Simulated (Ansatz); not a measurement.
# H4S2: the cost of one run

Method: the levels named in each step, in Ansatz 0.2.0.

## Step 1: The system as given

Bond lengths: S1–H3 1.329 Å, S1–H4 1.326 Å, S2–H5 1.326 Å, S2–H6 1.327 Å. Angles: H3–S1–H4 92.5°, H5–S2–H6 92.5°.

Coordinates:

```xyz
6

S    -1.7282    0.0004    0.9111
S     1.7113   -0.0042   -0.8785
H    -0.4695   -0.2876    0.5957
H    -2.1080   -1.2643    0.7891
H     2.1618    1.2024   -0.5637
H     0.9539    0.4710   -1.8592
```

## Step 2: A rough first relaxation, PBE-D4/def2-SVP

Input file input.yaml:

```yaml
crystal:
  periodic: [false, false, false]
  atoms:
    - { symbol: S, position_ang: [-1.72819, 0.00037, 0.91113] }
    - { symbol: S, position_ang: [1.71127, -0.00419, -0.8785] }
    - { symbol: H, position_ang: [-0.46951, -0.28762, 0.59568] }
    - { symbol: H, position_ang: [-2.108, -1.26427, 0.78913] }
    - { symbol: H, position_ang: [2.16184, 1.20237, -0.56372] }
    - { symbol: H, position_ang: [0.95395, 0.47099, -1.85919] }
basis:
  gaussian: { orbitals: def2-SVP }
hamiltonian:
  xc: pbe
  dispersion: d4
relax:
  f_tol: 0.03
  max_steps: 200
```

Launch:

```console
ansatz run input.yaml --threads 2 --pin off --max-ram 5120MiB --backend cpu --events-out ev --progress --plain --runs-dir out
```

**Question.** How long does this run take on 2 threads of AMD EPYC (Zen 3), shared host, and how much memory does it need?

About 6.5 s, with a peak of 0.11 GiB.
